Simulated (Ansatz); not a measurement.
**Al₂H₂ (singlet): wave-function methods side by side at distance Al1–H3 = 1.950 Å, 6-31G**

Aim: climb from Hartree-Fock through coupled cluster and multireference methods for Al₂H₂ (singlet) at one geometry and basis, and see what each rung misses.

Method: 6-31G, core rule «outside noble gas», up to 10 orbitals frozen; program: Ansatz 0.2.0, Gaussian basis.

To be run: UHF; CCSD(T) on RHF; CCSD(T) on UHF; BCCD(T) on RHF; CISD; CCSDT(Q) on RHF; CCSDT(Q) on UHF; CCSDTQ on RHF; CASSCF and MRCISD+Q, 2 electrons in 2 orbitals; CASSCF and NEVPT2, 2 electrons in 2 orbitals; CASSCF and MRCISD+Q, 8 electrons in 10 orbitals; CASSCF and NEVPT2, 8 electrons in 10 orbitals; Full CI.

9 further runs of the same task are left out: 8 that didn't finish, 1 set aside as unsound or not needed.

## (1) The geometry

The geometry derives from a PBE0/def2-TZVP stationary point (not a proven minimum). One bond is set to the value named and the two fragments are kept rigid.

4 atoms, charge 0, spin multiplicity 1.

Atoms are counted from 1 here; the program's logs count them from 0.

Bond lengths: Al1–Al2 2.634 Å, Al1–H3 1.950 Å, Al1–H4 1.823 Å, Al2–H4 1.894 Å. Angles: Al2–Al1–H3 148.7°, Al2–Al1–H4 46.0°, H3–Al1–H4 102.7°, Al1–Al2–H4 43.8°, Al1–H4–Al2 90.2°.

## (2) UHF

File in.yaml:

```yaml
crystal:
  periodic: [false, false, false]
  atoms:
    - {symbol: Al, position_ang: [0.000000, 0.095389, 1.259469]}
    - {symbol: Al, position_ang: [0.000000, -0.016400, -1.372156]}
    - {symbol: H, position_ang: [0.000000, -0.846286, 2.967025]}
    - {symbol: H, position_ang: [0.000000, -1.268185, 0.049505]}
basis:
  gaussian: {orbitals: 6-31G}
magnetization: {spin_polarized: true, initial_magnetization: 0}
hamiltonian: {xc: hf}
output: {orbitals: {seedname: orbitals}}
```

Command:

```
$ ansatz run in.yaml --threads 1 --pin off --events-out ev --progress --plain --max-ram 2393MiB
```

The runs that follow: CCSD(T) on RHF; CCSD(T) on UHF; BCCD(T) on RHF; CISD; CCSDT(Q) on RHF; CCSDT(Q) on UHF; CCSDTQ on RHF; CASSCF and MRCISD+Q, 2 electrons in 2 orbitals; CASSCF and NEVPT2, 2 electrons in 2 orbitals; CASSCF and MRCISD+Q, 8 electrons in 10 orbitals; CASSCF and NEVPT2, 8 electrons in 10 orbitals; Full CI.

Q: Predict the results of all the runs planned. Wanted: FCI below the RHF energy; RMP2 from FCI; RCCSD from FCI; RCCSD(T) from FCI; RCCSDT(Q) from FCI; NEVPT2 pair from FCI; MRCISD+Q pair from FCI; NEVPT2 valence from FCI; T1 diagnostic.

The runs gave:

```
                         quantity                                                                                           value
         FCI below the RHF energy                                                                                      -2.9152 eV
                    RMP2 from FCI                                                                                      +993.2 meV
                   RCCSD from FCI                                                                                      +106.0 meV
                RCCSD(T) from FCI                                                                                       +34.0 meV
               RCCSDT(Q) from FCI                                                                                        +2.0 meV
             NEVPT2 pair from FCI                                                                                      +850.9 meV
           MRCISD+Q pair from FCI                                                                                       -24.0 meV
          NEVPT2 valence from FCI                                                                                      +165.9 meV
levels within 1 kcal/mol (43 meV)  RCCSD(T), BCCD(T), RCCSDT, RCCSDT(Q), RCCSDTQ, MRCISD+Q pair, MRCISD valence, MRCISD+Q valence
                    T1 diagnostic                                                                                           0.021
   effectively unpaired electrons                                                                                            0.17
```

RCCSD(T) lands +34.0 meV from the yardstick (1.2 % of the correlation energy). MRCISD+Q pair falls below full CI: the +Q correction isn't variational, and the cores differ from full CI's. One determinant dominates. Of the multireference levels listed MRCISD+Q valence comes nearest in total energy (+10.6 meV), which doesn't show that its space is the better one. These misses are within one basis, not against nature.
